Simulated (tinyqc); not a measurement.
Inside a calculation. Method: UKS/exchange-only LDA in the sto-3g basis, for H2O+, spin multiplicity 2. One step of it, computed by the program tinyqc.

Task: Iteration 1: building the Kohn-Sham matrix. J_ij = sum D_kl (ij|kl) with D = D(alpha) + D(beta); F = H + J + V_xc; E = tr D H + tr D J / 2 + E_xc + E_nn.

D(alpha) at the start, lower triangle:
```
            1O 1s      1O 2s    1O 2px     1O 2py     1O 2pz      2H 1s     3H 1s
1O 1s    0.005646
1O 2s   -0.029926   0.178354
1O 2px   0.000000   0.000000  1.000000
1O 2py   0.000000   0.000000  0.000000   1.125052
1O 2pz   0.057734  -0.221134  0.000000   0.000000   0.955650
2H 1s    0.025535  -0.228640  0.000000  -0.279251  -0.140297   1.180221
3H 1s    0.025535  -0.228640  0.000000   0.279251  -0.140297  -0.066952  1.180221
```

D(beta) at the start, lower triangle:
```
            1O 1s      1O 2s    1O 2px     1O 2py     1O 2pz      2H 1s     3H 1s
1O 1s    0.005646
1O 2s   -0.029926   0.178354
1O 2px   0.000000   0.000000  1.000000
1O 2py   0.000000   0.000000  0.000000   0.046885
1O 2pz   0.057734  -0.221134  0.000000   0.000000   0.955650
2H 1s    0.025535  -0.228640  0.000000  -0.169448  -0.140297   1.169039
3H 1s    0.025535  -0.228640  0.000000   0.169448  -0.140297  -0.055770  1.169039
```

core Hamiltonian H = T + V (hartree), lower triangle:
```
             1O 1s      1O 2s     1O 2px     1O 2py     1O 2pz      2H 1s      3H 1s
1O 1s   -32.440269
1O 2s    -7.546375  -9.067671
1O 2px    0.000000   0.000000  -7.234104
1O 2py    0.000000   0.000000   0.000000  -7.316061
1O 2pz   -0.009756  -0.121844   0.000000   0.000000  -7.272410
2H 1s    -0.804774  -2.067116   0.000000  -1.325508  -0.930003  -3.983442
3H 1s    -0.804774  -2.067116   0.000000   1.325508  -0.930003  -0.539791  -3.983442
```

Two-electron integrals (ij|kl) in chemists' order, unique and non-zero (hartree):
```
(11|11) 4.785065    (21|11) 0.741380    (21|21) 0.136873    (22|11) 1.118947
(22|21) 0.256633    (22|22) 0.817206    (31|31) 0.024477    (32|31) 0.037809
(32|32) 0.180518    (33|11) 1.115814    (33|21) 0.256684    (33|22) 0.817023
(33|33) 0.880159    (41|41) 0.024477    (42|41) 0.037809    (42|42) 0.180518
(43|43) 0.047444    (44|11) 1.115814    (44|21) 0.256684    (44|22) 0.817023
(44|33) 0.785270    (44|44) 0.880159    (51|51) 0.024477    (52|51) 0.037809
(52|52) 0.180518    (53|53) 0.047444    (54|54) 0.047444    (55|11) 1.115814
(55|21) 0.256684    (55|22) 0.817023    (55|33) 0.785270    (55|44) 0.785270
(55|55) 0.880159    (61|11) 0.079174    (61|21) 0.014512    (61|22) 0.027099
(61|33) 0.027048    (61|41) 0.000528    (61|42) 0.001001    (61|44) 0.027154
(61|51) 0.000361    (61|52) 0.000685    (61|54) 0.000072    (61|55) 0.027098
(61|61) 0.001557    (62|11) 0.222755    (62|21) 0.051864    (62|22) 0.186747
(62|33) 0.183397    (62|41) 0.003186    (62|42) 0.026002    (62|44) 0.190116
(62|51) 0.002178    (62|52) 0.017776    (62|54) 0.004594    (62|55) 0.186538
(62|61) 0.005616    (62|62) 0.056212    (63|31) 0.005044    (63|32) 0.030730
(63|43) 0.005178    (63|53) 0.003540    (63|63) 0.007410    (64|11) 0.143283
(64|21) 0.033755    (64|22) 0.129843    (64|33) 0.124202    (64|41) 0.006830
(64|42) 0.047486    (64|44) 0.138932    (64|51) 0.001221    (64|52) 0.011455
(64|54) 0.006531    (64|55) 0.126246    (64|61) 0.003788    (64|62) 0.047593
(64|64) 0.047283    (65|11) 0.097957    (65|21) 0.023077    (65|22) 0.088769
(65|33) 0.084912    (65|41) 0.001221    (65|42) 0.011455    (65|44) 0.087902
(65|51) 0.005879    (65|52) 0.038562    (65|54) 0.007223    (65|55) 0.093390
(65|61) 0.002590    (65|62) 0.032537    (65|64) 0.027260    (65|65) 0.026047
(66|11) 0.408226    (66|21) 0.096532    (66|22) 0.400787    (66|33) 0.386409
(66|41) 0.006642    (66|42) 0.077069    (66|44) 0.415509    (66|51) 0.004541
(66|52) 0.052689    (66|54) 0.019895    (66|55) 0.400010    (66|61) 0.010499
(66|62) 0.162960    (66|64) 0.157816    (66|65) 0.107893    (66|66) 0.774606
(71|11) 0.079174    (71|21) 0.014512    (71|22) 0.027099    (71|33) 0.027048
(71|41) -0.000528   (71|42) -0.001001   (71|44) 0.027154    (71|51) 0.000361
(71|52) 0.000685    (71|54) -0.000072   (71|55) 0.027098    (71|61) 0.001533
(71|62) 0.005430    (71|64) 0.003402    (71|65) 0.002508    (71|66) 0.010096
(71|71) 0.001557    (72|11) 0.222755    (72|21) 0.051864    (72|22) 0.186747
(72|33) 0.183397    (72|41) -0.003186   (72|42) -0.026002   (72|44) 0.190116
(72|51) 0.002178    (72|52) 0.017776    (72|54) -0.004594   (72|55) 0.186538
(72|61) 0.005430    (72|62) 0.042851    (72|64) 0.025629    (72|65) 0.024024
(72|66) 0.097446    (72|71) 0.005616    (72|72) 0.056212    (73|31) 0.005044
(73|32) 0.030730    (73|43) -0.005178   (73|53) 0.003540    (73|63) 0.005386
(73|73) 0.007410    (74|11) -0.143283   (74|21) -0.033755   (74|22) -0.129843
(74|33) -0.124202   (74|41) 0.006830    (74|42) 0.047486    (74|44) -0.138932
(74|51) -0.001221   (74|52) -0.011455   (74|54) 0.006531    (74|55) -0.126246
(74|61) -0.003402   (74|62) -0.025629   (74|64) -0.010416   (74|65) -0.014144
(74|66) -0.055405   (74|71) -0.003788   (74|72) -0.047593   (74|74) 0.047283
(75|11) 0.097957    (75|21) 0.023077    (75|22) 0.088769    (75|33) 0.084912
(75|41) -0.001221   (75|42) -0.011455   (75|44) 0.087902    (75|51) 0.005879
(75|52) 0.038562    (75|54) -0.007223   (75|55) 0.093390    (75|61) 0.002508
(75|62) 0.024024    (75|64) 0.014144    (75|65) 0.018656    (75|66) 0.059064
(75|71) 0.002590    (75|72) 0.032537    (75|74) -0.027260   (75|75) 0.026047
(76|11) 0.053030    (76|21) 0.012464    (76|22) 0.048882    (76|33) 0.047795
(76|44) 0.048820    (76|51) 0.000817    (76|52) 0.008046    (76|55) 0.049977
(76|61) 0.001333    (76|62) 0.014491    (76|64) 0.010799    (76|65) 0.009483
(76|66) 0.044485    (76|71) 0.001333    (76|72) 0.014491    (76|74) -0.010799
(76|75) 0.009483    (76|76) 0.004854    (77|11) 0.408226    (77|21) 0.096532
(77|22) 0.400787    (77|33) 0.386409    (77|41) -0.006642   (77|42) -0.077069
(77|44) 0.415509    (77|51) 0.004541    (77|52) 0.052689    (77|54) -0.019895
(77|55) 0.400010    (77|61) 0.010096    (77|62) 0.097446    (77|64) 0.055405
(77|65) 0.059064    (77|66) 0.249307    (77|71) 0.010499    (77|72) 0.162960
(77|74) -0.157816   (77|75) 0.107893    (77|76) 0.044485    (77|77) 0.774606
```

nuclear repulsion = 6.84996187 hartree

V_xc(alpha) (hartree), lower triangle:
```
            1O 1s      1O 2s     1O 2px     1O 2py     1O 2pz      2H 1s      3H 1s
1O 1s   -0.804427
1O 2s   -0.213558  -0.685635
1O 2px   0.000000   0.000000  -0.684349
1O 2py   0.000000   0.000000   0.000000  -0.693805
1O 2pz   0.003340   0.028872   0.000000   0.000000  -0.681312
2H 1s   -0.022343  -0.155331   0.000000  -0.115824  -0.074899  -0.479158
3H 1s   -0.022343  -0.155331   0.000000   0.115824  -0.074899  -0.039868  -0.479158
```

V_xc(beta) (hartree), lower triangle:
```
            1O 1s      1O 2s     1O 2px     1O 2py     1O 2pz      2H 1s      3H 1s
1O 1s   -0.700854
1O 2s   -0.179278  -0.578042
1O 2px   0.000000   0.000000  -0.630667
1O 2py   0.000000   0.000000   0.000000  -0.476271
1O 2pz   0.004045   0.034373   0.000000   0.000000  -0.628985
2H 1s   -0.018608  -0.133709   0.000000  -0.094987  -0.069931  -0.467288
3H 1s   -0.018608  -0.133709   0.000000   0.094987  -0.069931  -0.037087  -0.467288
```

E_xc = sum of w rho eps_xc = -3.96486858 hartree

Give: Coulomb J; F(alpha); F(beta); total energy of this density.

Result:

Coulomb J (hartree), lower triangle:
```
         1O 1s   1O 2s  1O 2px  1O 2py  1O 2pz  2H 1s  3H 1s
1O 1s    7.183
1O 2s    1.660   5.629
1O 2px   0.000   0.000   5.610
1O 2py   0.000   0.000   0.000   5.626
1O 2pz  -0.019  -0.002   0.000   0.000   5.647
2H 1s    0.175   1.415   0.000   1.044   0.725  3.988
3H 1s    0.175   1.415   0.000  -1.044   0.725  0.410  3.988
```

F(alpha) (hartree), lower triangle:
```
          1O 1s   1O 2s  1O 2px  1O 2py  1O 2pz   2H 1s   3H 1s
1O 1s   -26.062
1O 2s    -6.100  -4.124
1O 2px    0.000   0.000  -2.308
1O 2py    0.000   0.000   0.000  -2.384
1O 2pz   -0.026  -0.095   0.000   0.000  -2.307
2H 1s    -0.652  -0.807   0.000  -0.398  -0.280  -0.474
3H 1s    -0.652  -0.807   0.000   0.398  -0.280  -0.170  -0.474
```

F(beta) (hartree), lower triangle:
```
          1O 1s   1O 2s  1O 2px  1O 2py  1O 2pz   2H 1s   3H 1s
1O 1s   -25.958
1O 2s    -6.065  -4.017
1O 2px    0.000   0.000  -2.254
1O 2py    0.000   0.000   0.000  -2.166
1O 2pz   -0.025  -0.089   0.000   0.000  -2.255
2H 1s    -0.648  -0.786   0.000  -0.377  -0.275  -0.463
3H 1s    -0.648  -0.786   0.000   0.377  -0.275  -0.167  -0.463
```

total energy of this density = -26.24685 hartree
